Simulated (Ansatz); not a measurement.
Input for Ansatz (development build ahead of 0.2.0):

```yaml
crystal:
  periodic: [false, false, false]
  atoms:
    - { symbol: C, position_ang: [0.0112, 0.00957, -0.5194] }
    - { symbol: C, position_ang: [-0.00678, 0.03382, 0.56734] }
basis:
  gaussian: { orbitals: aug-cc-pVDZ }
hamiltonian:
  xc: hf
correlation:
  method: mp2
  frozen_orbitals: { C: 1 }
```

The input is written out in the form of the current development build from the run's settings.

The run gave:

| Item | Value |
| --- | --- |
| Converged | yes |
| Reference energy | -75.33066 hartree |
| Correlation energy | -0.29941 hartree |
| Total energy | -75.63006 hartree |
| Spin squared of the determinant | 0.000 |
